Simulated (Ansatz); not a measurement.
Energy needed to pull apart BSiNH$_{4}$ (SMILES B[SiH]=N), singlet, into free ground-state atoms, from the structure below (displaced at random from a GFN2-xTB minimum); no zero-point or spin–orbit terms; open-shell atoms are treated unrestricted, in their ground-state multiplicity.

B1  (-1.126, 0.374, -0.790)
Si2  (0.318, 0.206, 0.546)
N3  (1.061, -1.376, 0.312)
H4  (-1.524, -0.607, -1.311)
H5  (-1.692, 1.526, -0.843)
H6  (0.799, 1.409, 1.197)
H7  (2.023, -1.634, 0.927)
(Å)

Computed with Ansatz 0.2.0 (basis: def2-TZVPP); correlated methods freeze the cores. B3LYP uses VWN-RPA correlation.

```
    method  atomization energy (kJ/mol)
    PBE-D4                         2137
 r2SCAN-D4                         2085
   PBE0-D4                         2064
  B3LYP-D4                         2100
r2SCANh-D4                         2060
   wB97M-V                         2078
        HF                            ?
       MP2                         2036
      CCSD                            ?
   CCSD(T)                         2015
```

Question: What does HF give? (To be estimated.)

Answer: The calculation gives: 1374 kJ/mol, which is about 641 kJ/mol less than CCSD(T)/def2-TZVPP.

Question: What does CCSD give? (Judge from chemistry; the value comes from the calculation.)

Answer: Computed: 1965 kJ/mol, which is about 51 kJ/mol less than CCSD(T)/def2-TZVPP.

In triple zeta the MP2 and coupled-cluster atomization energies are still short of their basis limit by a few kcal/mol a bond, whereas those of the functionals are nearly converged, so these differences are not deviations from converged CCSD(T).

T1 diagnostic: at most 0.025. The restricted Hartree–Fock reference is unstable towards an unrestricted one here.

For scale, one of the runs: CCSD(T)/def2-TZVPP forces, 160 basis functions (an equivalent command: `ansatz run in.yaml --threads 4`). Time: 51 s of wall clock on 4 CPU threads; the host was shared. Peak host memory: 2.2 GiB.
